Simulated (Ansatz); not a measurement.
Elements on the sites of an ideal bcc lattice, at a guessed lattice constant:

```yaml
crystal:
  lattice:
    - [6.72100, 0.00000, 0.00000]
    - [0.00000, 6.72100, 0.00000]
    - [0.00000, 0.00000, 6.72100]
  atoms:
    - { symbol: Ti, position: [0.50000, 0.00000, 0.00000] }
    - { symbol: Ti, position: [0.00000, 0.00000, 0.50000] }
    - { symbol: Ti, position: [0.50000, 0.00000, 0.50000] }
    - { symbol: Ti, position: [0.25000, 0.75000, 0.25000] }
    - { symbol: Ti, position: [0.25000, 0.25000, 0.75000] }
    - { symbol: Zr, position: [0.75000, 0.25000, 0.25000] }
    - { symbol: Zr, position: [0.00000, 0.50000, 0.50000] }
    - { symbol: Mo, position: [0.00000, 0.00000, 0.00000] }
    - { symbol: Mo, position: [0.50000, 0.50000, 0.00000] }
    - { symbol: Mo, position: [0.75000, 0.75000, 0.75000] }
    - { symbol: Hf, position: [0.00000, 0.50000, 0.00000] }
    - { symbol: Hf, position: [0.25000, 0.25000, 0.25000] }
    - { symbol: Hf, position: [0.25000, 0.75000, 0.75000] }
    - { symbol: Ta, position: [0.50000, 0.50000, 0.50000] }
    - { symbol: Ta, position: [0.75000, 0.75000, 0.25000] }
    - { symbol: Ta, position: [0.75000, 0.25000, 0.75000] }
```

Cell and atoms were relaxed without symmetry on coarser meshes and computed once more. All numbers below come from Ansatz 0.2.0, DFT PBEsol, scalar-relativistic, plane waves, PAW.

Cutoff 420 eV; k points 5×5×5 on the computed 16-atom cell (Γ-centred); Gaussian smearing, width 0.10 eV; no spin polarisation.

The relaxation ran on 2×2×2 (shifted) and then 3×3×3 k points with a smearing of 0.1 eV, from sites shaken by 0.02 Å.

**Question.** What does the relaxation give?

**Answer.** A volume of 17.92 Å³/atom and no gap on the mesh. It lies 0.06 eV/atom above the elements' standard states (static lattices, no corrections for gases). The atoms leave their sites by 0.14 Å (root mean square) and 0.25 Å at most, and the cell stretches by up to 1.6 % at fixed volume.

```
CELL_PARAMETERS angstrom
6.61556 0.08707 -0.02162
0.08631 6.60360 -0.01883
-0.02152 -0.01939 6.56466
ATOMIC_POSITIONS crystal
Ti 0.52551 0.99525 0.97441
Ti 0.97575 0.98041 0.50331
Ti 0.52876 0.98795 0.52177
Ti 0.26560 0.76270 0.23995
Ti 0.26122 0.24660 0.76044
Zr 0.74507 0.24737 0.24515
Zr 0.99626 0.51840 0.50276
Mo 0.98701 0.00080 0.98976
Mo 0.50309 0.50177 0.99421
Mo 0.74631 0.75325 0.75353
Hf 0.99604 0.51177 0.99693
Hf 0.25545 0.22890 0.24369
Hf 0.25319 0.77081 0.76314
Ta 0.49417 0.50592 0.50540
Ta 0.72161 0.74556 0.24230
Ta 0.74743 0.25286 0.75406
```

The final mesh leaves forces up to 0.11 eV/Å and stresses up to 0.2 GPa: the relaxation ran on a coarser mesh, so the cell's shape, its bonds and its energy belong partly to that mesh.

Spin-orbit coupling is left out, which matters for the bands of heavy elements. Spin polarisation was left out, and a magnetic state may lie lower.

Cost: 2 runs of about 22 core-minutes in all (earlier runs that led there not counted), on Arm Neoverse V1 (shared hosts).